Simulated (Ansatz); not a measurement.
Take ZrS2 in the CdI2 type structure (space group P-3m1, No. 164; layered, stacked along the Cartesian z axis) as the base.

```xyz
3
Lattice="3.6348 0.0000 0.0000 -1.8174 3.1478 0.0000 0.0000 0.0000 5.7197" Properties=species:S:1:pos:R:3 pbc="T T T"
Zr     0.0000     0.0000     0.0000
S      0.0000     2.0986     1.4604
S      1.8174     1.0493     4.2592
```

Method: PBE-D3(BJ) (Ansatz, a first-principles code, PAW, spin-orbit coupling left out).

It is then changed as follows: every Zr is replaced by Ti; the structure is relaxed again.

Measured lattice parameter a: ZrS2 3.662 Å (temperature not stated; as listed in Torbjörn Björkman, The Journal of Chemical Physics (2014)); TiS2 3.4073 Å (temperature not stated; as listed in R.R. Chianelli, J.C. Scanlon, A.H. Thompson, Materials Research Bulletin (1975)).

Q: How well does PBE-D3(BJ) reproduce the measured shift?

A: With PBE-D3(BJ) the lattice parameter a moves by -0.274 Å (3.635 → 3.361) against -0.255 Å measured.

Whether these cells are dynamically stable was not tested. The final runs are not spin-polarised.
